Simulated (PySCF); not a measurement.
**[BO2]-, singlet: computed properties**

Level of theory: PBE0 in PySCF with B def2-TZVPD, O def2-TZVPD; no relativity; density-fitted integrals.

The structure is a minimum.

```xyz
3
charge -1 multiplicity 1, angstrom
B     0.0000    0.0000    0.0000
O     1.2610    0.0000    0.0000
O    -1.2610    0.0000    0.0000
```

- Point group: D∞h
- Bond lengths: B–O 1.261 Å (×2)
- Bond angles: O–B–O 180.0°
- Principal polarisabilities: 24.7, 24.7, 35.8 bohr³
- Principal quadrupole moments (Buckingham, traceless) about the centre of mass: -12.84, 6.42, 6.42 D Å
- Enthalpy at 298.15 K above 0 K: 9.59 kJ/mol
- Rotational symmetry number: 2
- Heat capacity Cp at 298.15 K: 39.0 J/(mol K)
- Highest occupied level: -1.77 eV
- Entropy at 298.15 K and 1 bar: 215.9 J/(mol K)
- Lowest empty level: 4.03 eV
- Dipole moment about the centre of mass: 0.00 D
- Zero-point energy: 25.6 kJ/mol
- Rotational constants: 0.3314 cm⁻¹

Harmonic modes (masses in u: B 11.009, O 15.995):
```tsv
symmetry	ω (cm⁻¹)	IR (km/mol, summed over degenerate members)
πu	596	79.2
σg+	1106	0.0
σu+	1977	732
```

In D∞h the vibrations span πu + σg+ + σu+. The σg+ mode carries no infrared intensity, as symmetry demands. With a centre of inversion only u modes can be infrared active and only g modes Raman active.

Charges (e); Mulliken and Löwdin values are unreliable with diffuse functions:
```tsv
atom	Mulliken	Löwdin	polar tensor	Mayer order to B1
B1	0.39	-0.84	0.96	–
O2,3	-0.70	-0.08	-0.98	1.78
```

Mulliken populations on B1: s 2.61, p 1.68, d 0.27, f 0.04.

Outer orbital energies (eV). occupied: -20.20, -20.07, -5.30, -4.67, -4.00, -4.00, -1.77, -1.77; empty: 4.03, 5.19, 5.97, 5.97.

Counting electrons, boron keeps none of its valence electrons outside its bonds, so the VSEPR class is AX2 and the expected shape is linear (D∞h), as computed.

Other isomers or separated fragments may lie lower. The lowest empty level of this anion is unbound, so it and the gap depend on the basis.

The final relaxation and frequency run took of the order of 23 core-seconds on a shared host.
